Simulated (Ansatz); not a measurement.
Solid chlorine, treated with G0W0@HSE06 (plane waves, hard PAW, contour deformation, complete-basis limit; Ansatz, a quantum-chemistry and plane-wave program).

Settings: largest k mesh 6×6×2 (not extrapolated in the mesh).

Cell (measured lattice):

```
Cl
1.0
    3.15400     2.27915     0.00000
   -3.15400     2.27915     0.00000
    0.00000     0.00000     8.15490
Cl
4
Direct
  0.88926   0.88926   0.89344
  0.61074   0.61074   0.39344
  0.38926   0.38926   0.60656
  0.11074   0.11074   0.10656
```

Estimate the band gap that the calculation returns.


- band gap = 6.59 eV (indirect)

Note: GW on a hybrid start was not checked against another program; cell and atoms aren't relaxed at this level; the gap holds a correction of +0.10 eV to the complete basis.

The computed numbers hold no vibrational or temperature effects.

Cost on a shared machine: very roughly 13 core-hours.
